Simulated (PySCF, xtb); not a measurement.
N2, SMILES N#N (connectivity only; charge and spin as stated), charge +1, multiplicity 2.

Harmonic wavenumbers (cm⁻¹) from GFN2-xTB run with xtb at its own minimum, in rising order: 2555.

Q: What does B3LYP-D3(BJ)/def2-TZVPD (PySCF 2.14.0) give at its own minimum? (An estimate is asked for; the answer gives what the named calculation found.)

A: 2334. Paired by order, the mean absolute difference is 222 cm⁻¹ and the zero-point energies are 3.7 and 3.3 kcal/mol.
